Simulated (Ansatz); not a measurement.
Results of Hartree–Fock (Ansatz, an electronic-structure program, PAW) for zinc-blende InP.

Total energies, extrapolated to zero smearing (they compare only within this program, potentials and cutoff; free atoms with spin allowed, lowest state found):

```
system                    energy (eV/atom)
------------------------  ----------------
zinc-blende InP, relaxed        -3141.4167
free In atom                    -5538.1887
free P atom                      -741.0721
```

Problem. Work out the cohesive energy per atom.

Solution. E_coh = [1 × (-5538.1887) + 1 × (-741.0721)]/2 − (-3141.4167) = 1.79 eV/atom. The reference value is 3.47 eV/atom (measured, static lattice: zero-point vibration energy added, our sources range from 3.38 to 3.47; as tabulated in Mejia-Rodriguez and Trickey (2018), arXiv:1807.09216), not set against a level without spin–orbit coupling.

Spin–orbit coupling is left out; its size isn't shown.

The PAW data were made under PBE.
